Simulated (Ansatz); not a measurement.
**NO2F (nitryl fluoride) at 6 levels**

Aim: a comparison of 6 runs (HF/STO-3G, UHF/STO-3G, B3LYP/STO-3G, UPBE/STO-3G, r2SCAN/STO-3G, CCSDTQ/STO-3G) of NO2F (nitryl fluoride). 

The calculation is run with Ansatz 0.2.0.

69 further runs of the same task are left out: 10 that didn't finish, 59 set aside as unsound or not needed.

## Step 1: The structure to begin with

NO2F: 4 atoms, total charge 0, spin state singlet. As SMILES, `O=[N+]([O-])F`. The N2–O1 distance was set to 1.462 Å, away from the relaxed value.

Bond lengths: O1–N2 1.462 Å, N2–O3 1.170 Å, N2–F4 1.442 Å. Angles: O1–N2–O3 135.6°, O1–N2–F4 112.2°, O3–N2–F4 112.2°.

## Step 2: A single-point energy at HF/STO-3G (run 1)

The input, run.yaml:

```yaml
crystal:
  periodic: [false, false, false]
  atoms:
    - {symbol: O, position_ang: [0.215436, 0.605382, 1.378065]}
    - {symbol: N, position_ang: [0.079720, -0.071800, 0.089140]}
    - {symbol: O, position_ang: [0.476580, -1.068680, -0.376880]}
    - {symbol: F, position_ang: [-0.744590, 0.670550, -0.832510]}
basis:
  gaussian:
    orbitals: STO-3G
hamiltonian:
  xc: hf
accuracy: high
```

Started as:

```
$ ansatz run run.yaml --threads 1 --pin off --max-ram 3480MiB --events-out events.jsonl --progress --plain --runs-dir runs
```

Standard output:

```text
Warning: RAYON_NUM_THREADS=1 ignored (pool sized by the plan → 1); use --threads N
Functional definition: HF
  name "HF"
  exchange = exact_x
  correlation = 0
367 factors; integrals over basis functions are off by at most 4.8e-8 eV
mean field evaluation 1: about -8131.5600 eV, gradient 6.0e1 eV
mean field evaluation 2: about -8131.7170 eV, gradient 6.0e1 eV
mean field evaluation 4: about -8142.0016 eV, gradient 1.3e1 eV
mean field evaluation 8: about -8142.6334 eV, gradient 2.2e-1 eV
mean field -8142.61582273 eV, -299.2356122220 hartree, gradient 3.3e-8 eV, S^2 0.000000; 0 other end points of the search recorded, 0 dependent functions left out
reference -8142.61582273 eV, -299.2356122220 hartree; 16, 16 occupied and 4, 4 virtual orbitals, 367 factors
Total energy: -8142.61582273 eV, -299.2356122220 hartree
```

Run time: 0.12 s. Hardware: 1 thread of Arm Neoverse V1, shared host.

## Step 3: A single-point energy at UHF/STO-3G (run 2)

The input, input.yaml:

```yaml
basis:
  gaussian:
    orbitals: STO-3G
crystal:
  periodic: [false, false, false]
  atoms:
    - {symbol: O, position_ang: [0.215436, 0.605382, 1.378065]}
    - {symbol: N, position_ang: [0.079720, -0.071800, 0.089140]}
    - {symbol: O, position_ang: [0.476580, -1.068680, -0.376880]}
    - {symbol: F, position_ang: [-0.744590, 0.670550, -0.832510]}
magnetization:
  spin_polarized: true
  initial_magnetization: 0
hamiltonian:
  xc: hf
accuracy: high
```

Started as:

```
$ ansatz run input.yaml --threads 1 --pin off --max-ram 3480MiB --events-out events.jsonl --progress --plain --runs-dir runs
```

Standard output (excerpt; [...] marks lines left out):

```text
Warning: RAYON_NUM_THREADS=1 ignored (pool sized by the plan → 1); use --threads N
Functional definition: HF
  name "HF"
[...]
367 factors; integrals over basis functions are off by at most 4.8e-8 eV
[...]
mean field -8144.19274497 eV, -299.2935630454 hartree, gradient 2.8e-8 eV, S^2 0.924868; 6 other end points of the search recorded, 0 dependent functions left out
reference -8144.19274497 eV, -299.2935630454 hartree; 16, 16 occupied and 4, 4 virtual orbitals, 367 factors
Total energy: -8144.19274497 eV, -299.2935630454 hartree
```

It took 0.6 s on 1 thread of Arm Neoverse V1, shared host.

Run 3 isn't shown in full; the table further down has it.

## Step 4: The energy at UPBE/STO-3G (run 4)

The input, molecule.yaml:

```yaml
crystal:
  periodic: [false, false, false]
  atoms:
    - {symbol: O, position_ang: [0.215436, 0.605382, 1.378065]}
    - {symbol: N, position_ang: [0.079720, -0.071800, 0.089140]}
    - {symbol: O, position_ang: [0.476580, -1.068680, -0.376880]}
    - {symbol: F, position_ang: [-0.744590, 0.670550, -0.832510]}
basis:
  gaussian:
    orbitals: STO-3G
total_charge: 0
magnetization:
  spin_polarized: true
  initial_magnetization: 0
hamiltonian:
  xc: pbe
accuracy: high
```

Started as:

```
$ ansatz run molecule.yaml --threads 1 --pin off --max-ram 3480MiB --events-out events.jsonl --progress --plain --runs-dir runs
```

Standard output:

```text
Warning: RAYON_NUM_THREADS=1 ignored (pool sized by the plan → 1); use --threads N
Functional definition: PBE
  name "PBE"
  parameter kappa = 0.804
  parameter beta = 0.06672455060314922
  exchange = pbe_x(kappa = kappa, mu = beta*pi^2/3)
  correlation = pbe_c(beta = beta)
367 factors; integrals over basis functions are off by at most 4.8e-8 eV
mean field evaluation 1: about -8165.8435 eV, gradient 3.3e1 eV
mean field evaluation 2: about -8014.9304 eV, gradient 1.0e2 eV
mean field evaluation 4: about -8163.2666 eV, gradient 3.4e1 eV
mean field evaluation 8: about -8172.5953 eV, gradient 1.8e-1 eV
mean field evaluation 16: about -8172.0781 eV, gradient 4.6e0 eV
mean field -8172.59562514 eV, -300.3373496396 hartree, gradient 5.7e-8 eV, S^2 0.000000; 1 other end points of the search recorded, 0 dependent functions left out
reference -8172.59562589 eV, -300.3373496672 hartree; 16, 16 occupied and 4, 4 virtual orbitals, 367 factors
Total energy: -8172.59562589 eV, -300.3373496672 hartree
```

Wall time 2 s (1 thread of Arm Neoverse V1, shared host); peak memory 0.12 GiB.

Run 5 isn't shown in full; the table further down has it.

## Step 5: A single-point energy at CCSDTQ/STO-3G (run 6)

The input, input.yaml:

```yaml
crystal:
  periodic: [false, false, false]
  atoms:
    - {symbol: O, position_ang: [0.215436, 0.605382, 1.378065]}
    - {symbol: "N", position_ang: [0.079720, -0.071800, 0.089140]}
    - {symbol: O, position_ang: [0.476580, -1.068680, -0.376880]}
    - {symbol: F, position_ang: [-0.744590, 0.670550, -0.832510]}
basis:
  gaussian:
    orbitals: STO-3G
magnetization:
  spin_polarized: false
  initial_magnetization: 0
scf:
  omitted_lower_state_checks: [cluster_reference, increment]
correlation:
  method: ccsdtq
  frozen_orbitals: {F: 1, "N": 1, O: 1}
accuracy: high
```

Started as:

```
$ ansatz run input.yaml --threads 1 --pin off --max-ram 3480MiB --events-out events.jsonl --progress --plain --runs-dir runs
```

Standard output:

```text
Warning: RAYON_NUM_THREADS=1 ignored (pool sized by the plan → 1); use --threads N
[... 11 lines left out ...]
4 core orbitals not correlated: weight in the atoms' cores, before any rotation towards them, 1.000 or more for the frozen orbitals, at most 0.000 for the correlated occupied ones
[... 41 lines left out ...]
Total energy: -8150.09576829 eV, -299.5104951515 hartree
Checks for a lower state left out: cluster_reference, increment
```

Wall time 29 s (1 thread of Arm Neoverse V1, shared host); peak memory 0.27 GiB.

## Step 6: All runs side by side

| run | level | frozen core orbitals | energy (Eh) | wall time |
| --- | --- | --- | --- | --- |
| 1 | HF/STO-3G | – | -299.235612 | 0.12 s |
| 2 | UHF/STO-3G | – | -299.293563 | 0.6 s |
| 3 | B3LYP/STO-3G | – | -300.579125 | 1.1 s |
| 4 | UPBE/STO-3G | – | -300.337350 | 2 s |
| 5 | r2SCAN/STO-3G | – | -300.534417 | 3 s |
| 6 | CCSDTQ/STO-3G | 4 | -299.510495 | 29 s |

## Step 7: What came out

| quantity | value |
| --- | --- |
| run 6: total energy | -299.51050 Eh |
| run 6: correlation energy (4 core orbitals frozen) | -274.9 mEh |
| run 6: T1 diagnostic | 0.051 |

In words: Totals of different functionals can't be ranked against each other. In run 6 the log says that unrestricted orbitals would lower the reference, so the values rest on an unstable closed-shell determinant (other closed-shell runs at this shape may share the fault). In runs 1, 2, 3, 4, 5, 6 the basis is minimal, so the values are rough. Spin contamination of the reference: run 2 ⟨S²⟩ = 0.92. Where it is this large, the reference is a mixture of spin states, and values that rest on it are in doubt. All runs together took 35 s, the longest 29 s.
